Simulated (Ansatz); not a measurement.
## Ansatz (development build ahead of 0.2.0) run

```yaml
crystal:
  periodic: [false, false, false]
  atoms:
    - { symbol: O, position_ang: [0.0, 0.0, -1.722] }
    - { symbol: Al, position_ang: [0.0, 0.0, 0.0] }
    - { symbol: O, position_ang: [0.0, 0.0, 1.722] }
basis:
  gaussian: { orbitals: def2-SVP }
magnetization:
  spin_polarized: true
  initial_magnetization: 1
hamiltonian:
  xc: hf
correlation:
  method: mp2
  frozen_orbitals: { Al: 5, O: 1 }
```

The input is written out in the form of the current development build from the run's settings.

Results

- Converged: yes
- Reference energy: -391.37209 hartree
- Correlation energy: -0.35418 hartree
- Total energy: -391.72627 hartree
- Spin squared of the determinant: 1.354
- Stability test: minimum

Messages of the program:
```
mean field -10649.77715162 eV, -391.3720916437 hartree, gradient 6.1e-6 eV, S^2 1.353882; 16 other ends of a descent, 0 dependent functions left out
```

Caution: the unrestricted determinant is spin contaminated; the determinant may break the point group.
